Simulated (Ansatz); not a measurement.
Enthalpy of formation (eV/atom) along a series of related solids, from PBE (plane waves, PAW; Ansatz, a quantum-chemistry and plane-wave program).

| solid | PBE | measured |
|---|---|---|
| rock-salt LiCl | -1.852 | -2.12‡ |
| rock-salt NaCl | -1.847 | -2.140 |
| rock-salt KCl | -1.999 | -2.263‡ |
| rock-salt RbCl | -1.986 | -2.26‡ |

PBE less measured, from the printed values: rock-salt LiCl‡ +0.268 eV/atom, rock-salt NaCl +0.293 eV/atom, rock-salt KCl‡ +0.264 eV/atom, rock-salt RbCl‡ +0.274 eV/atom.

A member of the series is missing where a level wasn't run or failed, where a doubt is noted on the run or the magnetic state, for phases of high temperature or layered ones, and where values are held back for tests.

The solid named is at each level's own relaxed cell; a reference phase can be a single point on another level's cell. Ansatz's density-functional and Hartree–Fock values are scalar-relativistic unless marked +SOC, with PAW data made under PBE.

Measured values are for low temperature or corrected to a static lattice; ‡ marks uncorrected values at room or unstated temperature. References as tabulated in Zhang et al. (2018), doi:10.1038/s41524-018-0065-z; Harl and Kresse (2009), doi:10.1103/physrevlett.103.056401; Friedrich et al. (2018), arXiv:1811.08952.
